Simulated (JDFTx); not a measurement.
System: C2H6OS (SMILES CS(C)=O), charge 0, multiplicity 1; geometry: optimised with GFN2-xTB in vacuum (no frequencies checked; largest PBE force component 1.8 eV/Å). Coordinates in Å:
```xyz
10

C     -1.361    -0.646     0.194
S      0.000     0.402     0.884
C      1.362    -0.646     0.194
O      0.001     1.629     0.090
H     -2.301    -0.170     0.451
H     -1.306    -1.629     0.646
H     -1.263    -0.703    -0.884
H      1.250    -0.724    -0.881
H      2.301    -0.156     0.429
H      1.324    -1.622     0.664
```

Level of theory: PBE, GBRV ultrasoft potentials, plane waves to 20/100 Ha; code: a modified build of JDFTx. Liquid: CANDLE, water, 1 M NaCl. The liquid run sits in a periodic box with 3.75 Å from the outermost atoms to the faces; the vacuum run is isolated. The box matters at about 0.01 eV. ΔG_solv is the difference of the two single-point energies, liquid minus vacuum; no corrections are added.

Q: Predict the solvation energy and the highest occupied level.

A: The solvation energy is -30 kJ/mol and the part: cavitation term of the fluid is 48 kJ/mol. The part: dispersion term of the fluid comes out as -41 kJ/mol, the part: electrostatic term of the fluid is -55 kJ/mol and the part: distortion of the solute's electrons is 18.5 kJ/mol. The dipole moment in vacuum is 3.50 D. The dipole moment in the liquid comes out as 5.62 D. The highest occupied level in vacuum (zero: vacuum level) is -5.51 eV and the highest occupied level in the liquid (zero: bulk electrolyte) is -5.86 eV.
